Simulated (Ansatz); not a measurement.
We consider bcc W, described by LDA in Ansatz (plane waves, PAW).

Numerical settings: plane-wave cutoff 500 eV, 22×22×1 k mesh (along the axes of the cell as run), Fermi–Dirac smearing 0.1 eV, scalar-relativistic PAW data made under PBE.

Q: Estimate the surface energy of the (110) face and work function of the (110) face that the calculation returns.

A: 
* **surface energy of the (110) face**: 3.63 J/m²
* **work function of the (110) face**: 5.07 eV

The slab of 6 atoms is relaxed and unreconstructed.

Spin–orbit coupling is not included.

Static lattice: no zero-point or thermal effects.

The result took roughly 7 core-minutes.

Ansatz is a quantum-chemistry and plane-wave program.
